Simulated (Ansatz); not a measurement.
**Se (Pm-3m, No. 221, 1 atoms in the cell; start mp-7755; another form than the element's usual one)**

These are LDA (Ansatz, a quantum-chemistry and plane-wave program, plane waves, PAW) values and carry that method's errors.

Run with plane-wave cutoff 500 eV, 14×14×14 k mesh, Fermi–Dirac smearing 0.05 eV, scalar-relativistic PAW data made under PBE.

Cell (relaxed at this level):

```cif
data_Se
_chemical_formula_sum 'Se1'
_space_group_name_H-M_alt 'P 1'
_space_group_IT_number 1
_cell_length_a 2.76792
_cell_length_b 2.76792
_cell_length_c 2.76792
_cell_angle_alpha 90.000
_cell_angle_beta 90.000
_cell_angle_gamma 90.000
loop_
_space_group_symop_operation_xyz
  'x, y, z'
loop_
_atom_site_label
_atom_site_type_symbol
_atom_site_fract_x
_atom_site_fract_y
_atom_site_fract_z
_atom_site_occupancy
Se1 Se 0.00000 0.00000 0.00000 1
```

| Property | Value |
|---|---|
| band gap | zero (no gap) |

Note: the relaxation could not lower the start's symmetry, so the cell can be a saddle point above a distorted one.

Spin–orbit coupling is not included.

The computed numbers hold no vibrational or temperature effects.

A start named mp-… is a Materials Project structure, which need not be a measured phase.
